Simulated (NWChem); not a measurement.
Program: NWChem. System: N$_{2}$, charge 1, spin multiplicity 2, at the geometry of a parent with another charge or spin, in a state set for the comparison that need not be this species' ground state. Its SCF solution wasn't tested for a lower state. Level: UMP2/def2-TZVP, 2 core orbitals frozen.

The NWChem input:

```
start mol
memory heap 200 mb stack 800 mb global 1000 mb
charge 1
geometry units angstroms nocenter noautoz
  N      0.000000     0.000000     0.548879
  N      0.000000     0.000000    -0.548879
  symmetry group D2h
end
basis spherical
  * library def2-tzvp
end
scf
  uhf
  nopen 1
  maxiter 100
  thresh 1e-7
  semidirect memsize 60000000 filesize 0
  # guess.movecs holds the orbitals of an unrestricted PBE0 run
  vectors input guess.movecs output mol.movecs
end
mp2
  freeze core 2
end
task mp2 energy
```

Part of the output:

```
             Northwest Computational Chemistry Package (NWChem) 7.3.0
             --------------------------------------------------------

                                NWChem Input Module
                                -------------------

 Scaling coordinates for geometry "geometry" by  1.889725989
 (inverse scale =  0.529177249)

 Turning off AUTOSYM since
 SYMMETRY directive was detected!

                             Geometry "geometry" -> ""
                             -------------------------

 Output coordinates in angstroms (scale by  1.889725989 to convert to a.u.)

  No.       Tag          Charge          X              Y              Z
 ---- ---------------- ---------- -------------- -------------- --------------
    1 N                    7.0000     0.00000000     0.00000000     0.54887900
    2 N                    7.0000     0.00000000     0.00000000    -0.54887900

 Effective nuclear repulsion energy (a.u.)      23.6205841369

            Nuclear Dipole moment (a.u.)
            ----------------------------
        X                 Y               Z
 ---------------- ---------------- ----------------
     0.0000000000     0.0000000000     0.0000000000

      Symmetry information
      --------------------

 Group name             D2h
 Group number             26
 Group order               8
 No. of unique centers     1

      Symmetry unique atoms

     1


 Summary of "ao basis" -> "" (spherical)
 ------------------------------------------------------------------------------
       Tag                 Description            Shells   Functions and Types
 ---------------- ------------------------------  ------  ---------------------
 *                         def2-tzvp                  on all atoms

 Summary of "ao basis" -> "ao basis" (spherical)
 ------------------------------------------------------------------------------
       Tag                 Description            Shells   Functions and Types
 ---------------- ------------------------------  ------  ---------------------
 N                         def2-tzvp                11       31   5s3p2d1f
[...]
  AO/Fock/Back tols     =   1.0D-09  1.0D-09  1.0D-09

 GA uses MA = F    GA memory limited = T

 Available:
  local mem=  1.15D+08
 global mem=  1.31D+08
 local disk=  0.00D+00
  mp2_memr nvloc                    55
  nvloc new                    55
   1 passes of   5:        4194304                      21586                   1831767.
   1 passes of   5: M    114685098           G      131064312           F     110490794.

 Semi-direct pass number   1 of   1  for UHF alpha       at        0.6s
  vrange nnbf                  1952
  mp2_eaftype                    10  avail_ma_in_mb                   999
 EAF : mp2_eaftype filesize          10     915884.
  mp2_eaf for mointskh                     10
Node 0 wrote      4.3 Mb in      0.0 s     Agg I/O rate:  1522.5 Mb/s
 Done moints_semi at        1.2s
  mp2_eaftype                    10  avail_ma_in_mb                   989
 EAF : mp2_eaftype filesize          10     915884.
  mp2_eaf for kh                    10
 Done maket at        1.2s
 Done multipass loop at        1.2s

 GA uses MA = F    GA memory limited = T

 Available:
  local mem=  1.15D+08
 global mem=  1.31D+08
 local disk=  0.00D+00
  mp2_memr nvloc                    56
  nvloc new                    56
   1 passes of   4:        4194304                      19037                   1493290.
   1 passes of   4: M    114685098           G      131064312           F     110490794.

 Semi-direct pass number   1 of   1  for UHF beta        at        1.2s
  vrange nnbf                  1952
  mp2_eaftype                    10  avail_ma_in_mb                   999
 EAF : mp2_eaftype filesize          10     746645.
  mp2_eaf for mointskh                     10
Node 0 wrote      3.5 Mb in      0.0 s     Agg I/O rate:  1418.0 Mb/s
 Done moints_semi at        1.9s
  mp2_eaftype                    10  avail_ma_in_mb                   989
 EAF : mp2_eaftype filesize          10     746645.
  mp2_eaf for kh                    10
 Done maket at        1.9s
 Done multipass loop at        1.9s

          -------------------------------------------
          SCF energy                -108.413279071185
          Correlation energy          -0.384295095901
          Singlet pairs                0.000000000000
          Triplet pairs                0.000000000000
          Total MP2 energy          -108.797574167085
          -------------------------------------------

          ---------------------------------------------------
                    Spin Component Scaled (SCS) MP2
          Same spin pairs                     -0.101228611626
          Same spin scaling factor             0.333333333333
          Opposite spin pairs                 -0.283066484275
          Opposite spin scaling fact.          1.200000000000
          SCS-MP2 correlation energy          -0.373422651672
          Total SCS-MP2 energy              -108.786701722856
          ---------------------------------------------------

 -----------------------
 Performance information
 -----------------------

 Timer overhead =  2.39D-07 seconds/call

               Nr. of calls         CPU time (s)                 Wall time (s)                GFlops
             ---------------    -------------------     ------------------------------   -------------------
Name         Min   Avg   Max    Min     Avg     Max     Min     Avg     Max   Mx/calls   Min     Max     Sum
mp2: moin     2     2     2    1.2     1.2     1.2      1.2     1.2     1.2    0.61      0.0     0.0     0.0
mp2: make     2     2     2   5.55E-2 5.55E-2 5.55E-2  5.55E-2 5.55E-2 5.55E-2 2.78E-2   0.0     0.0     0.0
mp2: tota     1     1     1    1.4     1.4     1.4      1.4     1.4     1.4     1.4      0.0     0.0     0.0

 The average no. of pstat calls per process was 5.00D+00
 with a timing overhead of 1.19D-06s

 Task  times  cpu:        1.9s     wall:        1.9s

 Total times  cpu:        1.9s     wall:        1.9s
```
